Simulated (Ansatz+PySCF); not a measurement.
Values are calculated unless marked as measured or tabulated.
This PySCF input gave a total energy of -79.45696 hartree.

```python
from pyscf import gto, dft

mol = gto.M(atom="""
C 0.000000 0.000000 -0.759560
C 0.000000 0.000000 3.797810
H 0.000000 -1.023960 -1.165110
H -0.886780 0.511980 -1.165110
H 0.886780 0.511980 -1.165110
H 0.000000 1.023960 4.203360
H -0.886780 -0.511980 4.203360
H 0.886780 -0.511980 4.203360
""", basis='cc-pvdz', charge=0, spin=0)
mf = dft.RKS(mol, xc='pbe0')
mf.init_guess = 'minao'
mf.kernel()
while True:  # follow internal instabilities
    mo, _, stable, _ = mf.stability(return_status=True)
    if stable: break
    mf.kernel(mf.make_rdm1(mo, mf.mo_occ))
print(mf.converged, mf.e_tot, mf.spin_square()[0])
```

Problem. Write an input for Ansatz with the same method and basis set.

Solution.

```yaml
crystal:
  periodic: [false, false, false]
  atoms:
    - { symbol: C, position_ang: [0.0, 0.0, -0.75956] }
    - { symbol: C, position_ang: [0.0, 0.0, 3.79781] }
    - { symbol: H, position_ang: [0.0, -1.02396, -1.16511] }
    - { symbol: H, position_ang: [-0.88678, 0.51198, -1.16511] }
    - { symbol: H, position_ang: [0.88678, 0.51198, -1.16511] }
    - { symbol: H, position_ang: [0.0, 1.02396, 4.20336] }
    - { symbol: H, position_ang: [-0.88678, -0.51198, 4.20336] }
    - { symbol: H, position_ang: [0.88678, -0.51198, 4.20336] }
basis:
  gaussian: { orbitals: cc-pVDZ }
hamiltonian:
  xc: pbe0
```

Ansatz (development build ahead of 0.2.0) gave -79.45696 hartree, 0.08 meV from the first. Caution: charge can spread falsely over distant fragments; an unrestricted determinant lies well below.
